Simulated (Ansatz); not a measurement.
One change: `CSC` becomes `[Li][S]C`.

Ansatz, PBE0-D4/def2-TZVP geometries, multiplicity 1. 

```json
{"property": "HOMO–LUMO gap (B3LYP/def2-TZVPP) / eV", "`CSC`": "6.75"}
{"property": "LUMO energy (ωB97M-V/def2-TZVPP) / eV", "`CSC`": "2.78"}
{"property": "ideal-gas entropy at 298 K and 1 bar (rigid rotor, harmonic PBE0-D4/def2-TZVP) / J/(mol·K)", "`CSC`": "283"}
{"property": "size of the dipole moment (PBE/def2-TZVPP) / D", "`CSC`": "1.51"}
{"property": "HOMO energy (ωB97M-V/def2-TZVPP) / eV", "`CSC`": "-8.46"}
{"property": "HOMO–LUMO gap (ωB97M-V/def2-TZVPP) / eV", "`CSC`": "11.24"}
```

(1) What does the change do to each property? (Estimate.)

## Answers

(1) Computed: 
| property | `[Li][S]C` | shift |
| --- | --- | --- |
| HOMO–LUMO gap (B3LYP/def2-TZVPP) / eV | 3.35 | -3.40 |
| LUMO energy (ωB97M-V/def2-TZVPP) / eV | -0.72 | -3.50 |
| ideal-gas entropy at 298 K and 1 bar (rigid rotor, harmonic PBE0-D4/def2-TZVP) / J/(mol·K) | 293 | 10 |
| size of the dipole moment (PBE/def2-TZVPP) / D | 6.27 | 4.76 |
| HOMO energy (ωB97M-V/def2-TZVPP) / eV | -7.28 | 1.18 |
| HOMO–LUMO gap (ωB97M-V/def2-TZVPP) / eV | 6.56 | -4.68 |

With PBE0 the HOMO rises by 1.12 eV and the LUMO falls by 2.32 eV, so the gap narrows by about 3.44 eV. PBE moves the HOMO by 0.98 eV and ωB97M-V by 1.18 eV. The zero-point energy changes by -97.3 kJ/mol with -9 modes. Dipoles are sizes alone; their direction can turn. Modes under 60 cm⁻¹, often nearly free rotors, make the harmonic entropy too high.

B3LYP here is the variant with VWN-RPA as its local correlation; programs differ in this.
